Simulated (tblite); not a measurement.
Species: C₅H₉ (doublet state).
Atom-mapped SMILES: `[CH:1]1[CH2:2][CH2:3][CH2:4][CH2:5]1` (hydrogens: H6 on C1; H7, H8 on C2; H9, H10 on C3; H11, H12 on C4; H13, H14 on C5)

Geometry (GFN2-xTB, Å), atoms numbered from 1 in this order:
```
atom  x, y, z in Å
C1     0.017   -1.279   -0.332
C2    -1.219   -0.487   -0.144
C3    -0.722    0.811    0.504
C4     0.697    0.972   -0.043
C5     1.232   -0.464   -0.106
H6     0.032   -2.316   -0.605
H7    -1.701   -0.270   -1.109
H8    -1.967   -1.006    0.464
H9    -1.356    1.667    0.275
H10   -0.687    0.688    1.588
H11    0.657    1.391   -1.050
H12    1.312    1.624    0.576
H13    1.715   -0.731    0.846
H14    1.988   -0.601   -0.885
```

The geometry is computed with GFN2-xTB (gas phase). This method treats the open shell by occupation alone, without spin polarisation.

Take the most abundant isotopes and a rigid rotor. The values belong to one conformer with, in the numbering `[CH:1]1[CH2:2][CH2:3][CH2:4][CH2:5]1`, C5–C1–C2–C3 -11°, C1–C2–C3–C4 30°, C2–C3–C4–C5 -37°, C3–C4–C5–C1 30°.

(1) Give the principal moments of inertia and the rotational constants in MHz.

(2) Classify the top.

(3) What does the inertial defect say?

(4) Give the other two planar moments, Paa and Pbb, and the rms extents of the mass along the axes.

(5) Where do the levels up to J = 3 lie, in MHz?

Answers

(1) Ia = 70.91, Ib = 75.18, Ic = 129.43 u·Å²; 505379 MHz·u·Å²/I gives A = 7127, B = 6722, C = 3905 MHz.

(2) An asymmetric top: κ = (2 × 6722 − 7127 − 3905)/(7127 − 3905) = 0.75.

(3) Not planar: Δ = Ic − Ia − Ib = -16.65 u·Å². For a rigid frame Δ = −2 Σ m c², so Σ m c² = 8.33 u·Å² lies off the ab plane: 6.78 from hydrogen and 1.54 from heavier atoms. The atom farthest from that plane is 1.30 Å away.

(4) Paa = Σ m a² = (Ib + Ic − Ia)/2 = 66.85 and Pbb = Σ m b² = (Ia + Ic − Ib)/2 = 62.58 u·Å². With the mass M = 69.07 u, the rms extents √(P/M) along a, b and c are 0.98, 0.95, 0.35 Å.

(5) Above 0(0,0):
J = 1: 1(0,1) 10627, 1(1,1) 11032, 1(1,0) 13850
J = 2: 2(0,2) 29427, 2(1,2) 29468, 2(1,1) 37921, 2(2,1) 39136, 2(2,0) 41589
J = 3: 3(0,3) 55888, 3(1,3) 55891, 3(1,2) 70816, 3(2,2) 71016, 3(2,1) 78889, 3(3,1) 81316, 3(3,0) 83297

For this open shell read J as N, the rotation without spin; fine and hyperfine splittings come on top. Its GFN2-xTB frequencies are all real (lowest 170 cm⁻¹). Zero-point vibration and centrifugal distortion are left out.

Hardware: one thread, Arm Neoverse V2 (aarch64), no GPU, shared host with 96 logical CPUs at a one-minute load of 40. Cost: 0.21 s wall. That covers the optimisation of the geometry.
